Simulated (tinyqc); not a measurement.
RKS/LDA (PW92) in the sto-3g basis, for HF, spin multiplicity 1, step by step. One step of it, computed by the program tinyqc.

Task: Orthogonalisation. S = U s U^T; symmetric (Loewdin) form X = U s^(-1/2) U^T, so that X^T S X = 1.

overlap S, order 1F 1s, 1F 2s, 1F 2px, 1F 2py, 1F 2pz, 2H 1s:
```
[[1.000000, 0.237990, 0.000000, 0.000000, 0.000000, 0.013941],
 [0.237990, 1.000000, 0.000000, 0.000000, 0.000000, 0.176232],
 [0.000000, 0.000000, 1.000000, 0.000000, 0.000000, 0.000000],
 [0.000000, 0.000000, 0.000000, 1.000000, 0.000000, 0.000000],
 [0.000000, 0.000000, 0.000000, 0.000000, 1.000000, 0.162986],
 [0.013941, 0.176232, 0.000000, 0.000000, 0.162986, 1.000000]]
```

Give: eigenvalues of S; X.

Result:

eigenvalues of S: [0.692, 0.870, 1.000, 1.000, 1.116, 1.322]

X, order 1F 1s, 1F 2s, 1F 2px, 1F 2py, 1F 2pz, 2H 1s:
```
[[1.022, -0.125, 0.000, 0.000, -0.001, 0.010],
 [-0.125, 1.035, 0.000, 0.000, 0.012, -0.094],
 [0.000, 0.000, 1.000, 0.000, 0.000, 0.000],
 [0.000, 0.000, 0.000, 1.000, 0.000, 0.000],
 [-0.001, 0.012, 0.000, 0.000, 1.010, -0.085],
 [0.010, -0.094, 0.000, 0.000, -0.085, 1.023]]
```
